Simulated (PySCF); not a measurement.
Species: C2H6N (charge -1, singlet). It need not be the lowest isomer of its formula. Whether it binds its extra electron was not tested at this geometry. 
Structure (B3LYP-D3(BJ)/def2-TZVP (Ansatz) minimum search):
```xyz
9

C      1.1715    -0.3010    -0.0219
C      0.0071     0.6600    -0.1280
N     -1.2792    -0.0565     0.0343
H      2.1308     0.2293     0.0784
H      1.1080    -1.0238     0.8546
H      1.2662    -0.9552    -0.9043
H      0.0804     1.3580     0.7256
H     -1.2043    -0.8274     0.7366
H     -1.4981    -0.5391    -0.8318
```
Charge -1, spin multiplicity 1.

Dispersion corrections to the total energy (kcal/mol) from the dftd3 and dftd4 libraries through PySCF: D3(BJ) without and D4 with the three-body term, each with the damping fitted for the functional named.

| functional | D3(BJ) | D4 |
|---|---|---|
| PW6B95 | (withheld) | -2.86 |
| PBE0 | -2.44 | -2.73 |
| BHLYP | -3.66 | -3.42 |
| TPSS | (withheld) | -4.51 |
| B2PLYP | (withheld) | -2.30 |
| TPSSh | -3.26 | -4.08 |
| B2GP-PLYP | -1.45 | -1.34 |

### Question
What belongs in the gaps?

### Answer

- PW6B95, D3(BJ): -1.22
- TPSS, D3(BJ): -3.63
- B2PLYP, D3(BJ): -2.14
